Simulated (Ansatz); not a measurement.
Elements on the sites of an ideal hcp lattice, at a guessed lattice constant:

```xyz
16
Lattice="2.8507 -4.9376 0.0000 2.8507 4.9376 0.0000 0.0000 0.0000 9.1222" Properties=species:S:1:pos:R:3 pbc="T T T"
Ru    2.8507   -3.2917    1.1403
Ru    2.8507   -3.2917    5.7014
Ru    2.8507    1.6459    5.7014
Ru    2.8507   -1.6459    7.9820
Ru    1.4253    0.8229    7.9820
Ru    4.2760    0.8229    7.9820
Ru    2.8507    3.2917    7.9820
Ag    1.4253   -0.8229    1.1403
Ag    1.4253   -0.8229    5.7014
Ag    2.8507    1.6459    1.1403
Ag    4.2760   -0.8229    1.1403
Ag    4.2760   -0.8229    5.7014
Ag    2.8507   -1.6459    3.4208
Ag    1.4253    0.8229    3.4208
Ag    4.2760    0.8229    3.4208
Ag    2.8507    3.2917    3.4208
```

Cell and atoms were relaxed without symmetry on coarser meshes and computed once more. Theory: DFT PBE, scalar-relativistic, plane waves, PAW in Ansatz.

Cutoff 420 eV; k points 7×7×4 on the computed 16-atom cell (Γ-centred); Gaussian smearing, width 0.10 eV; no spin polarisation.

The relaxation ran on 3×3×2 (shifted) and then 4×4×2 k points with a smearing of 0.1 eV, from sites shaken by 0.02 Å.

Question: What does the relaxation give?

Answer: A volume of 16.59 Å³/atom and no gap on the mesh. It lies 0.36 eV/atom above the elements' standard states (static lattices, no corrections for gases). The atoms leave their sites by 0.44 Å (root mean square) and 0.82 Å at most, and the cell stretches by up to 12.2 % at fixed volume, so the lattice hasn't survived.

```
CELL_PARAMETERS angstrom
2.80085 -4.88455 0.46985
2.80089 4.88454 -0.46970
0.00019 -0.86329 9.78322
ATOMIC_POSITIONS crystal
Ru 0.81282 0.18662 0.04792
Ru 0.86442 0.13507 0.68309
Ru 0.35924 0.64021 0.67866
Ru 0.66919 0.33026 0.87006
Ru 0.21042 0.32039 0.86971
Ru 0.67907 0.78904 0.86971
Ru 0.16753 0.83190 0.86465
Ag 0.29339 0.20220 0.13110
Ag 0.37801 0.12889 0.60945
Ag 0.30227 0.69715 0.10440
Ag 0.79724 0.70606 0.13109
Ag 0.87058 0.62147 0.60944
Ag 0.66754 0.33199 0.33393
Ag 0.14376 0.36105 0.41840
Ag 0.63846 0.85576 0.41839
Ag 0.14518 0.85434 0.36119
```

The final mesh leaves forces up to 0.08 eV/Å and stresses up to 0.4 GPa: the relaxation ran on a coarser mesh, so the cell's shape, its bonds and its energy belong partly to that mesh.

Cost: 2 runs of about 13 core-minutes in all (earlier runs that led there not counted), on Intel Xeon 6975P-C (Granite Rapids) (shared hosts).